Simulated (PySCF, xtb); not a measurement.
Homolysis of single bonds, series Al Cl-SH. All species are isolated molecules in the gas phase. One relaxed conformer stands for each flexible species; it need not be the lowest. Strings in code marks are SMILES. Quantity: homolytic bond dissociation enthalpy at 298 K (no spin–orbit term). Enthalpy corrections at 298 K come from GFN2-xTB frequencies (xtb). Level 1: PBE-D3(BJ)/def2-TZVP // CAM-B3LYP-D3(BJ)/def2-TZVP (PySCF). Level 2: CAM-B3LYP-D3(BJ)/def2-TZVP (PySCF).

| case | level 1 (kcal/mol) | level 2 (kcal/mol) |
|---|---|---|
| S–Al bond of `[SH][Al]([SH])[Cl]` (H–S–Al–Cl torsion -180°, Cl–Al–S–H torsion 0°), giving `[SH]` and `[SH][Al][Cl]` (H–S–Al–Cl torsion 180°) | 90.8 | 90.2 |
| S–Al bond of `[SH][Al]([SH])[SH]`, giving `[SH]` and `[SH][Al][SH]` (H–S–Al–S torsion -180°, S–Al–S–H torsion 0°) | 90.9 | 90.4 |
| S–Al bond of `[SH][Al]([Cl])[Cl]` (H–S–Al–Cl torsion 0°), giving `[Cl][Al][Cl]` and `[SH]` | 91.4 | 90.7 |
| Cl–Al bond of `[Cl][Al]([Cl])[Cl]`, giving `[Cl]` and `[Cl][Al][Cl]` | 112.8 | withheld |
| Al–Cl bond of `[SH][Al]([Cl])[Cl]` (H–S–Al–Cl torsion 0°), giving `[Cl]` and `[SH][Al][Cl]` (H–S–Al–Cl torsion 180°) | 113.3 | 113.5 |
| Al–Cl bond of `[SH][Al]([SH])[Cl]` (H–S–Al–Cl torsion -180°, Cl–Al–S–H torsion 0°), giving `[Cl]` and `[SH][Al][SH]` (H–S–Al–S torsion -180°, S–Al–S–H torsion 0°) | 114.5 | 114.9 |

Task: Fit level 2 = a + b·x to the 5 complete rows by least squares, with x = level 1 in kcal/mol. Give a, b and the rms residual, and predict the withheld value.

Result: Means of the 5 rows: x̄ = 100.18, ȳ = 99.94 kcal/mol. Σ(x − x̄)² = 628.39 and Σ(x − x̄)(y − ȳ) = 653.15, so b = 1.039 and a = ȳ − b·x̄ = -4.15 kcal/mol. The rms residual is 0.08 kcal/mol. At x = 112.8 the line gives 113.0 kcal/mol. The run for Cl–Al bond of `[Cl][Al]([Cl])[Cl]`, giving `[Cl]` and `[Cl][Al][Cl]` gave 112.9 kcal/mol, so the line is off by 0.1 kcal/mol, within twice the rms residual.

Codes: PySCF, xtb.
